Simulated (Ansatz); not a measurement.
# C₃H₅FS: up Jacob's ladder to CCSD(T)

An exercise on one series of results from a longer session: the logs are not shown, and one member is left open.

Computed with Ansatz 0.2.0, Gaussian basis. Level: functionals in def2-TZVPP, the program's frozen cores in correlated methods.

The runs, in order: PBE-D4, r2SCAN-D4, PBE0-D4, B3LYP-D4, ωB97X-V, ωB97M-V, B2PLYP; CCSD(T)/def2-TZVPP; MP2/def2-QZVPP; extrapolation to the limit.

**The geometry**

An earlier PBE0-D4 in a triple-zeta def2 set relaxation fixed the geometry.

SMILES `C=C(F)CS`, 10 atoms, charge 0, spin multiplicity 1.

Atoms are counted from 1 here; the program's logs count them from 0.

Bond lengths: C1–C2 1.320 Å, C1–H6 1.082 Å, C1–H7 1.081 Å, C2–F3 1.345 Å, C2–C4 1.481 Å, C4–S5 1.819 Å, C4–H8 1.089 Å, C4–H9 1.092 Å, S5–H10 1.342 Å. Angles: C2–C1–H6 121.0°, C2–C1–H7 119.9°, H6–C1–H7 119.1°, C1–C2–F3 120.0°, C1–C2–C4 128.0°, F3–C2–C4 112.0°, C2–C4–S5 113.4°, C2–C4–H8 109.7°, C2–C4–H9 110.4°, S5–C4–H8 105.7°, S5–C4–H9 109.2°, H8–C4–H9 108.2°, C4–S5–H10 96.2°.

Geometry (Å):

```
C    -0.48207    1.14506    1.13602
C     0.16458    0.15960    0.54121
F     1.40929   -0.16300    0.93664
C    -0.30998   -0.70747   -0.56120
S     0.61654   -0.48087   -2.11012
H    -0.02519    1.70677    1.93949
H    -1.48138    1.40389    0.81673
H    -1.34531   -0.46548   -0.79892
H    -0.26404   -1.75791   -0.26549
H     1.80075   -0.89190   -1.63154
```

Set-up of the first run:

Input file in.yaml:

```yaml
crystal:
  periodic: [false, false, false]
  atoms:
    - {symbol: C, position_ang: [-0.482070, 1.145064, 1.136016]}
    - {symbol: C, position_ang: [0.164578, 0.159598, 0.541206]}
    - {symbol: F, position_ang: [1.409290, -0.162998, 0.936639]}
    - {symbol: C, position_ang: [-0.309983, -0.707469, -0.561200]}
    - {symbol: S, position_ang: [0.616544, -0.480870, -2.110123]}
    - {symbol: H, position_ang: [-0.025187, 1.706769, 1.939490]}
    - {symbol: H, position_ang: [-1.481375, 1.403892, 0.816729]}
    - {symbol: H, position_ang: [-1.345314, -0.465480, -0.798923]}
    - {symbol: H, position_ang: [-0.264036, -1.757907, -0.265495]}
    - {symbol: H, position_ang: [1.800753, -0.891899, -1.631539]}
basis:
  gaussian: {orbitals: def2-TZVPP}
hamiltonian: {xc: pbe, dispersion: d4}
output: {forces: true, orbitals: {seedname: orbitals}}
```

The run is started by

```console
ansatz run in.yaml --threads 4 --pin off --events-out ev --progress --plain --max-ram 10444MiB
```

Among the steps run: PBE-D4 (GGA); r2SCAN-D4 (meta-GGA); PBE0-D4 (hybrid); B3LYP-D4 (hybrid); ωB97X-V (range-separated); ωB97M-V (range-separated); B2PLYP (double hybrid); CCSD(T) in def2-TZVPP; MP2 in def2-QZVPP.

One of the session's tables, all rows but one given; the rest of the session is left out.

It belongs to the step «Atomisation energies». 

```
            method  atomisation energy (kJ/mol)
            PBE-D4                       4010.2
         r2SCAN-D4                       3907.7
           PBE0-D4                            ?
          B3LYP-D4                       3885.9
           ωB97X-V                       3896.4
           ωB97M-V                       3906.6
            B2PLYP                       3845.2
     HF/def2-TZVPP                       2802.3
    MP2/def2-TZVPP                       3860.5
   CCSD/def2-TZVPP                       3715.6
CCSD(T)/def2-TZVPP                       3782.9
           MP2/CBS                       3960.4
       CCSD(T)/CBS                       3882.7
```

Estimate the missing values for PBE0-D4.

As computed: atomisation energy (kJ/mol): 3922.2. In the column «atomisation energy (kJ/mol)» it lies between r2SCAN-D4 (3907.7) and MP2/CBS (3960.4).
